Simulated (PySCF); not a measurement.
**Name the molecule from its bond curve**

A diatomic of charge +1 contains P. Its doublet curve at r²SCAN in a double-zeta basis (no relativity, PySCF), in eV from the separated fragments:

```tsv
R (Å)	E (eV)
1.277	-2.302
1.337	-3.539
1.396	-4.234
1.440	-4.490
1.485	-4.573
1.530	-4.524
1.589	-4.311
1.663	-3.902
1.752	-3.349
1.871	-2.671
```

The fit gives ωe = 1353 cm⁻¹ and the rotational constant Bₑ = 0.7888 cm⁻¹.

Which atom is the partner?

The minimum lies at 1.489 Å, so the reduced mass is 16.8576 u Å² cm⁻¹/(Bₑ·Re²) = 9.639 u. With P at 30.97 u the partner weighs about 14.0 u: N. The molecule is PN⁺.

The state is the lowest determinant that a PBE0 search found; another state may lie lower at other levels.
